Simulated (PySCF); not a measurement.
**SiO: energy against distance**

Set-up: basis Si x2c-SVPall, O x2c-SVPall; spin-free X2C with a Gaussian nucleus; PySCF 2.14. Energies in eV from Si + O in their ground configurations at the same level. State: ¹Σ⁺ (singlet), closed shell.

Curves on a restricted Hartree–Fock reference rise too fast on stretching and do not dissociate correctly.

All columns are RHF. A positive dipole means Si(−)O(+).

| R (Å) | E (eV) | μ (D) | Mulliken charge on Si (basis-dependent) | HOMO (eV) | LUMO (eV) | Mayer bond order | ⟨S²⟩ |
| --- | --- | --- | --- | --- | --- | --- | --- |
| 1.311 | -2.730 | -2.47 | 0.47 | -11.56 | 2.31 | 2.23 | 0.00 |
| 1.372 | -3.751 | -2.74 | 0.50 | -11.66 | 2.09 | 2.20 | 0.00 |
| 1.433 | -4.263 | -3.02 | 0.54 | -11.74 | 1.87 | 2.16 | 0.00 |
| 1.478 | -4.397 | -3.24 | 0.57 | -11.79 | 1.70 | 2.14 | 0.00 |
| 1.524 | -4.367 | -3.46 | 0.59 | -11.81 | 1.53 | 2.11 | 0.00 |
| 1.570 | -4.209 | -3.68 | 0.62 | -11.81 | 1.36 | 2.08 | 0.00 |
| 1.631 | -3.847 | -3.98 | 0.65 | -11.78 | 1.13 | 2.05 | 0.00 |
| 1.707 | -3.224 | -4.34 | 0.68 | -11.59 | 0.86 | 2.02 | 0.00 |
| 1.798 | -2.327 | -4.76 | 0.71 | -11.12 | 0.54 | 1.99 | 0.00 |
| 1.920 | -1.015 | -5.28 | 0.72 | -10.59 | 0.13 | 1.95 | 0.00 |

A fit through these points gives, at Re = 1.491 Å, μ = -3.31 D and dμ/dR = -4.81 D/Å; the reduced mass is 10.18 u.

Question: How strong is the fundamental in the double-harmonic approximation, I = 42.26·(dμ/dR)²/μred km/mol?

Answer: I = 42.26·(-4.81)²/10.18 = 96.0 km/mol at RHF.

Where the molecule has an RHF reference, its open-shell atoms are computed with UHF. Hartree–Fock leaves out correlation, which carries a large part of most bond energies and some tenths to 1 eV of ionisation energies.
